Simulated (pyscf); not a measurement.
Structures and frequencies: ωB97X-D3(BJ)/def2-SVP in PySCF. Correlated levels are frozen-core, on RHF or UHF. ΔMP2 is the change of the MP2 total energy from the triple- to the quadruple-zeta basis.

Problem. Estimate by transition-state theory (the high-pressure limit) the rate constant of [H₂As–InH]• → •HAs–InH₂ (doublet surface; As–H broken, H–In formed) at 1200 K, with CCSD(T)/def2-TZVPP + ΔMP2(QZVPP) energies (ideal gas, 1 atm, RRHO with modes under 100 cm⁻¹ raised to 100, one conformer, R ln 2 for rigid chiral ones; no tunnelling).

Solution. The electronic barrier is 36.5 kcal/mol and the thermal terms add +2.1, so ΔG‡ = 38.6 kcal/mol. With k_BT/h = 2.50e+13 s⁻¹ and RT = 2.385 kcal/mol, k = 2.4e+06 s⁻¹. Wigner's tunnelling factor for 1405i cm⁻¹ would be 1.12. A shift of 1 kcal/mol in the barrier changes k by a factor 1.5. The same reactants have a lower exit, to [HAs=In]• + H₂ (barrier +28.0 kcal/mol at ωB97M-D3(BJ), against +38.6 kcal/mol here). This is the saddle that the search found; another between the same sides may lie lower. The CCSD(T) − MP2 part came from Ansatz, without density fitting, on the same reference. The frozen core leaves the outer d or s,p core shells of the metals and heavy elements correlated in the MP2 and CC values, and def2-TZVPP describes them poorly, which can shift differences by a few kcal/mol. Elements up to Kr have no core potential and no relativistic terms here. Elements past Kr carry the def2 core potentials, without spin-orbit coupling.
